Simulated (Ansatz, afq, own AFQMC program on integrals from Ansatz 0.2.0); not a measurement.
BH⁺, doublet in cc-pVTZ, levels against full CI

```xyz
2

B     0.0000    0.0000    0.0000
H     0.0000    0.0000    1.2410
```

Basis cc-pVTZ. Only valence electrons are correlated. AFQMC by an in-house program on the Cholesky factors that Ansatz 0.2.0 writes for its CCSD(T) run. ph-AFQMC/CISD is guided by a CISD state made of CCSD amplitudes; releasing the constraint for a short imaginary time cuts its bias at the price of noise, slowly where states lie close. Free AFQMC starts from the CCSD state and is never constrained. Its projection time is finite, and what remains of the start isn't in its error. Error bars are statistical, one sigma.

Determinant: UHF, the one that the program's search chose, which needn't be the lowest solution. The geometry is a PBE0/def2-TZVP stationary point of this or a neighbouring charge and spin state.

Full CI on the same integrals is exact in this basis and with this determinant's frozen core.

```
T1 diagnostic                               : 0.0177
weight of the determinant in the CISD state : 0.962
⟨S²⟩ of the determinant                     : 0.756
size of the correlated space                : 3 electrons in 43 orbitals
```

Reference: full CI, correlation energy -1.435 eV. The released energy is read at 2.40 1/Eh (meV from the phaseless value at times in 1/Eh: -0.5 ± 0.4 at 0.24, -1.6 ± 0.4 at 0.51, -2.4 ± 0.3 at 0.99, -5 ± 3 at 1.62, -2.7 ± 0.5 at 2.40).

| level | E − E(reference) (meV) | share of correlation (%) |
| --- | --- | --- |
| HF | 1435.0 | 0.00 |
| MP2 | 392.6 | 72.64 |
| CCSD | 28.0 | 98.05 |
| CCSD(T) | 8.0 | 99.44 |
| ph-AFQMC/HF | 0.0 ± 11.7 | 100.00 |
| ph-AFQMC/CISD | 3.3 ± 0.5 | 99.77 |
| released AFQMC | 0.7 ± 0.5 | 99.95 |
| free AFQMC | 0.6 ± 0.3 | 99.96 |

Free projections are given only where their last times agree within the noise and don't stop above the reference; a slow remainder of the start can still hide under it. A walk keeps the symmetry of its determinant, which the program's search chose and which needn't be the lowest solution, so a lower state of the same spin and another symmetry isn't excluded. Released energies are given only where the last usable release times agree within the noise; a slower fall can still hide under it.
